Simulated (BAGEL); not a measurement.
# A workflow on Si2H6O (disilanol)

Aim: a single-point energy (HF/6-31G*), then a single-point energy (NEVPT2(2,2)/6-31G*), then the energy (CASPT2(2,2)/6-31G*) of Si2H6O (disilanol). 

The results are computed with BAGEL 1.2.2.

1 further run of the same task is left out (set aside as unsound or not needed).

**1. The molecule**

Si2H6O: 9 atoms, total charge 0, spin state singlet. SMILES: `O[SiH2][SiH3]`. The Si3–H9 distance was set to 2.009 Å, away from the relaxed value. At this shape a bond of the SMILES string is far longer than usual.

Bond lengths: O1–Si2 1.654 Å, Si2–Si3 2.347 Å, O1–H4 0.958 Å, Si2–H5 1.493 Å, Si2–H6 1.484 Å, Si3–H7 1.489 Å, Si3–H8 1.491 Å. Angles: O1–Si2–Si3 112.4°, O1–Si2–H5 111.3°, O1–Si2–H6 105.5°, Si3–Si2–H5 108.5°, Si3–Si2–H6 110.6°, Si2–O1–H4 117.6°, Si2–Si3–H7 110.0°, Si2–Si3–H8 110.1°, H5–Si2–H6 108.5°, H7–Si3–H8 108.3°. A long bond or contact: Si3–H9 2.009 Å.

**2. A single-point energy at HF/6-31G(d) (density fitting with svp-jkfit, spherical functions) (run 1)**

File hf.json:

```json
{ "bagel": [

{
  "title": "molecule",
  "basis": "6-31gs.json",
  "df_basis": "svp-jkfit",
  "angstrom": false,
  "geometry": [
    { "atom": "O", "xyz": [ -2.57746738,  2.01188558, -2.30697954 ] },
    { "atom": "Si", "xyz": [  0.47217264,  1.81006283, -1.65294533 ] },
    { "atom": "Si", "xyz": [  1.49149091, -1.91553222,  0.52874348 ] },
    { "atom": "H", "xyz": [ -3.30992523,  0.69191188, -3.30626672 ] },
    { "atom": "H", "xyz": [  2.03270847,  1.92609201, -3.99979621 ] },
    { "atom": "H", "xyz": [  1.05156267,  4.06280534, -0.08655135 ] },
    { "atom": "H", "xyz": [  4.26693167, -2.04101004,  0.97452987 ] },
    { "atom": "H", "xyz": [  0.73937991, -4.16392837, -0.99210811 ] },
    { "atom": "H", "xyz": [ -0.29479728, -2.09589524,  3.87299369 ] }
  ]
},
{
  "title": "hf"
},
{
  "title": "print",
  "file": "orbitals.molden",
  "orbitals": true
}

]}
```

The basis set 6-31G* is read from a file made from the Basis Set Exchange's data (not shown).

The run is started by

```bash
BAGEL_NUM_THREADS=1 BAGEL hf.json > hf.out
```

The log of the run:

```text
* using 1 threads per process

  ===============================================================
  ===============================================================

  *** Geometry ***

  { "atom" : "O", "xyz" : [     -2.577467,      2.011886,     -2.306980 ] },
  { "atom" : "Si", "xyz" : [      0.472173,      1.810063,     -1.652945 ] },
  { "atom" : "Si", "xyz" : [      1.491491,     -1.915532,      0.528743 ] },
[... 5 lines of this table left out ...]
  { "atom" : "H", "xyz" : [     -0.294797,     -2.095895,      3.872994 ] },

  Number of auxiliary basis functions:      441

  Since a DF basis is specified, we compute 2- and 3-index integrals:
    o Being stored without compression. Storage requirement is 0.014 GB

  Number of basis functions:       62
  Number of electrons      :       42

    * METHOD: MOLECULE                             0.20

  *** RHF ***

  === Nuclear Repulsion ===
   151.2141019989

      * DIIS with orbital gradients will be used.

  === RHF iteration (6-31gs.json) ===
      0       -655.97697046          0.02330741           0.05
      1       -656.08531707          0.01514337           0.04
      2       -656.14999597          0.00175739           0.04
[... 8 lines of this table left out ...]
     11       -656.15149886          0.00000001           0.04
    * SCF iteration converged.

    * Permanent dipole moment:
           (   -0.223619,     0.378466,     0.705906) a.u.

    * METHOD: HF                                   0.66

    * METHOD: PRINT                                0.01

  ===============================================================
```

It took 0.99 s on 1 thread of Arm Neoverse V1, shared host; peak memory 0.15 GiB.

**3. The energy at NEVPT2(2,2)/6-31G(d) (density fitting with svp-jkfit, spherical functions) (run 2)**

File input.json:

```json
{ "bagel" : [

{
  "title" : "molecule",
  "basis" : "6-31gs.json",
  "df_basis" : "svp-jkfit",
  "angstrom" : false,
  "geometry" : [
    { "atom" : "O", "xyz" : [ -2.57746738,  2.01188558, -2.30697954 ] },
    { "atom" : "Si", "xyz" : [  0.47217264,  1.81006283, -1.65294533 ] },
    { "atom" : "Si", "xyz" : [  1.49149091, -1.91553222,  0.52874348 ] },
    { "atom" : "H", "xyz" : [ -3.30992523,  0.69191188, -3.30626672 ] },
    { "atom" : "H", "xyz" : [  2.03270847,  1.92609201, -3.99979621 ] },
    { "atom" : "H", "xyz" : [  1.05156267,  4.06280534, -0.08655135 ] },
    { "atom" : "H", "xyz" : [  4.26693167, -2.04101004,  0.97452987 ] },
    { "atom" : "H", "xyz" : [  0.73937991, -4.16392837, -0.99210811 ] },
    { "atom" : "H", "xyz" : [ -0.29479728, -2.09589524,  3.87299369 ] }
  ]
},
{
  "title" : "hf"
},
{
  "title" : "casscf",
  "nstate" : 1,
  "nact" : 2,
  "nclosed" : 20,
  "active" : [21, 22],
  "maxiter" : 200,
  "natocc" : true
},
{
  "title" : "nevpt2",
  "nstate" : 1,
  "nact" : 2,
  "nclosed" : 20,
  "active" : [21, 22],
  "maxiter" : 200,
  "natocc" : true,
  "ncore" : 11
},
{
  "title" : "print",
  "file" : "orbitals.molden",
  "orbitals" : true
}

]}
```

The basis set 6-31G* is read from a file made from the Basis Set Exchange's data (not shown).

The run is started by

```bash
BAGEL_NUM_THREADS=1 BAGEL input.json > input.out
```

The log of the run:

```text
* using 1 threads per process

  ===============================================================
  ===============================================================

  *** Geometry ***

  { "atom" : "O", "xyz" : [     -2.577467,      2.011886,     -2.306980 ] },
  { "atom" : "Si", "xyz" : [      0.472173,      1.810063,     -1.652945 ] },
  { "atom" : "Si", "xyz" : [      1.491491,     -1.915532,      0.528743 ] },
[... 5 lines of this table left out ...]
  { "atom" : "H", "xyz" : [     -0.294797,     -2.095895,      3.872994 ] },

[... 23 lines left out ...]
    * SCF iteration converged.
[... 1 line left out ...]
    * Permanent dipole moment:
[... 27 lines left out ...]
    * Second-order optimization converged. *
[... 9 lines left out ...]
     * ci vector, state   0, <S^2> = 0.0000
[... 3 lines left out ...]
    * METHOD: CASSCF                               2.39

    * freezing 11 orbitals

  === DF-NEVPT2 calculation ===

    * 3-index integral transformation done
    * assembly done

      NEVPT2 correlation energy:   -0.3225393017      0.06

          (+0)     -0.3015467320
          (+0)'    -0.0041345336
          (+1)     -0.0039616604
          (+1)'    -0.0000000000
          (+2)     -0.0002327119
          (-1)     -0.0107207650
          (-1)'     0.0000000000
          (-2)     -0.0019428988

      NEVPT2 total energy:       -656.4997470671

    * METHOD: NEVPT2                               0.15

    * METHOD: PRINT                                0.01

  ===============================================================
```

It took 3.6 s on 1 thread of Arm Neoverse V1, shared host; peak memory 0.15 GiB.

**4. The energy at CASPT2(2,2)/6-31G(d) (density fitting with svp-jkfit, spherical functions) (run 3)**

File calc.json:

```json
{ "bagel": [

{
  "title": "molecule",
  "basis": "6-31gs.json",
  "df_basis": "svp-jkfit",
  "geometry": [
    { "atom": "O", "xyz": [ -2.57746738,  2.01188558, -2.30697954 ] },
    { "atom": "Si", "xyz": [  0.47217264,  1.81006283, -1.65294533 ] },
    { "atom": "Si", "xyz": [  1.49149091, -1.91553222,  0.52874348 ] },
    { "atom": "H", "xyz": [ -3.30992523,  0.69191188, -3.30626672 ] },
    { "atom": "H", "xyz": [  2.03270847,  1.92609201, -3.99979621 ] },
    { "atom": "H", "xyz": [  1.05156267,  4.06280534, -0.08655135 ] },
    { "atom": "H", "xyz": [  4.26693167, -2.04101004,  0.97452987 ] },
    { "atom": "H", "xyz": [  0.73937991, -4.16392837, -0.99210811 ] },
    { "atom": "H", "xyz": [ -0.29479728, -2.09589524,  3.87299369 ] }
  ]
},
{
  "title": "hf"
},
{
  "title": "casscf",
  "nstate": 1,
  "nact": 2,
  "nclosed": 20,
  "active": [21, 22],
  "maxiter": 200,
  "natocc": true
},
{
  "title": "print",
  "file": "orbitals.molden",
  "orbitals": true
},
{
  "title": "smith",
  "method": "caspt2",
  "ms": true,
  "xms": true,
  "sssr": true,
  "shift": 0.2,
  "shift_imag": true,
  "ncore": 11
}

]}
```

The basis set 6-31G* is read from a file made from the Basis Set Exchange's data (not shown).

The run is started by

```bash
BAGEL_NUM_THREADS=1 BAGEL calc.json > calc.out
```

The log of the run:

```text
* using 1 threads per process

  ===============================================================
  ===============================================================

  *** Geometry ***

  { "atom" : "O", "xyz" : [     -2.577467,      2.011886,     -2.306980 ] },
  { "atom" : "Si", "xyz" : [      0.472173,      1.810063,     -1.652945 ] },
  { "atom" : "Si", "xyz" : [      1.491491,     -1.915532,      0.528743 ] },
[... 5 lines of this table left out ...]
  { "atom" : "H", "xyz" : [     -0.294797,     -2.095895,      3.872994 ] },

[... 25 lines left out ...]
    * Permanent dipole moment:
[... 37 lines left out ...]
     * ci vector, state   0, <S^2> = 0.0000
[... 21 lines left out ...]
       #      aibj      arbs      arbi      airj      risj      airs      arst      rist         Etot      error   time
[... 9 lines left out ...]
      ------------------------------------------------------------------------------------------------------------------

    * CASPT2 energy : state  0     -656.5015759828
        w/o shift correction       -656.4995950846
        reference weight              0.8962574531

    * METHOD: SMITH                                0.27

  ===============================================================
```

It took 3.9 s on 1 thread of Arm Neoverse V1, shared host; peak memory 0.15 GiB.

**5. Summary of results**

```
                               quantity          value
         run 1, HF/6-31G*: total energy  -656.15150 Eh
        run 1, HF/6-31G*: dipole moment         2.11 D
          run 1, HF/6-31G*: HOMO energy      -10.56 eV
          run 1, HF/6-31G*: LUMO energy        2.59 eV
        run 1, HF/6-31G*: HOMO–LUMO gap       13.15 eV
run 2, NEVPT2(2,2)/6-31G*: total energy  -656.49975 Eh
run 3, CASPT2(2,2)/6-31G*: total energy  -656.50158 Eh
```
